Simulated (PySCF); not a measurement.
Molecule: SMILES C=CC(F)(F)F, C₃H₃F₃.

Geometry (Å), atoms numbered from 1 in this order:
```xyz
9

C    -1.342    0.105   -0.325
C    -0.266    0.356    0.413
C     1.074   -0.247    0.138
F     1.047   -1.117   -0.872
F     1.970    0.699   -0.168
F     1.538   -0.891    1.215
H    -2.304    0.568   -0.094
H    -1.295   -0.573   -1.181
H    -0.288    1.030    1.274
```

Spin–spin couplings on one PBE0-D3(BJ)/def2-SVP geometry, PySCF, gas phase, non-relativistic, equivalent pairs averaged; isotopes 1H; functional B3LYP.

Reference values (Hz): 3J(H9,H7) = 11.1 (measured; solution (compiled); Pretsch, Buehlmann, Badertscher, Structure Determination of Organic Compounds, 4th ed., Springer 2009); 3J(H9,H8) = 17.5 (measured; solution (compiled); Pretsch, Buehlmann, Badertscher, Structure Determination of Organic Compounds, 4th ed., Springer 2009); 2J(H7,H8) = 0.2 (measured; solution (compiled); Pretsch, Buehlmann, Badertscher, Structure Determination of Organic Compounds, 4th ed., Springer 2009).

How do the couplings (Hz) change with the basis set? Times are CPU seconds on shared hosts with different chips, so compare them loosely. Far from the basis limit: pcJ-0, 6-31G*, def2-TZVP, cc-pVTZ.

Answers


```tsv
basis set	functions	3J(H9,H7)	3J(H9,H8)	2J(H7,H8)	mean abs. error	core-s
pcJ-0	87	11.1	17.8	0.1	0.1	8.9
6-31G*	90	10.6	15.9	-0.8	0.9	9.1
pcJ-1	192	12.1	19.0	1.3	1.2	28
def2-TZVP	204	9.6	15.8	2.3	1.8	32
cc-pVTZ	222	9.7	15.5	2.2	1.8	32
```

Errors compare magnitudes, without vibrational corrections, and the largest couplings weigh most in the mean. Closest: pcJ-0; furthest: cc-pVTZ.

The Fermi-contact term samples the wavefunction at the nucleus, which is why sets with added tight s functions (names with J) are made for couplings. Agreement of an ordinary basis with the reference is then largely a cancellation of errors.
